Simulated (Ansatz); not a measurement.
Mulliken charges of C3H5ClO, SMILES `C=C(O)CCl` from PBE/def2-TZVPP in Ansatz (PBE0-D4/def2-TZVP geometry).

```csv
atom,x (Å),y (Å),z (Å),charge (e)
C1,-0.364,-0.342,1.286,-0.240
C2,0.168,-0.264,0.069,0.145
O3,0.918,-1.222,-0.519,-0.247
C4,0.025,0.932,-0.801,-0.093
Cl5,-0.974,0.587,-2.244,-0.149
H6,-0.962,0.469,1.674,0.081
H7,-0.223,-1.213,1.918,0.065
H8,0.951,-1.997,0.051,0.200
H9,-0.455,1.744,-0.261,0.117
H10,0.998,1.255,-1.171,0.122
```

By hand: the dipole of these point charges (1 e Å = 4.8032 D).

Σ q r = (0.194, 0.088, 0.335) e Å, of length 0.397 e Å = 1.91 D.

How does the dipole of the full density compare? (An estimate is asked.)

The calculation gave: (0.178, -0.087, 0.444) e Å, 2.34 D; the point charges give 0.82 times that, at 25° from its direction.

Point charges leave out the atoms' own dipoles, such as those of lone pairs, and Mulliken's split depends on the basis, so the two needn't agree.
